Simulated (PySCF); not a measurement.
# Two probes of the same atoms: core binding energy and nuclear shielding

C₃H₄N (charge -1).
Bonds: C1–C2, C2–C3, C3–N4 (triple). Hydrogens: H5, H6, H7 on C1; H8 on C2.

Binding energies: delta-SCF UKS SCAN, pcX-2 on the ionised atom, pcseg-1 elsewhere, spin-free X2C (PySCF 2.14.0). Shieldings: GIAO B97-2/pcSseg-2, non-relativistic, same geometry.

```
atom  isotropic shielding (ppm)
  C1                      160.6
  C2                      183.1
  C3                       32.7
```

Task: What are the C 1s binding energies of these atoms?

Result: 
```csv
atom,environment,C 1s (eV),isotropic shielding (ppm)
C2,carbon bonded to 2 C and H,283.72,183.1
C3,carbon bonded to C and N,285.08,32.7
C1,methyl carbon,285.92,160.6
```

Task: Among the listed atoms, is the one with the highest binding energy also the least shielded?

Result: No. The highest binding energy is at C1 (285.92 eV, shielding 160.6 ppm), the lowest shielding at C3 (32.7 ppm, 285.08 eV).

By binding energy: C2 < C3 < C1. By shielding: C3 < C1 < C2.

The species carries charge -1, so core ionisation leaves a neutral species. The basis sets have no added diffuse functions. Isolated species at its PBE0-D3(BJ)/def2-SVP geometry, gas phase.
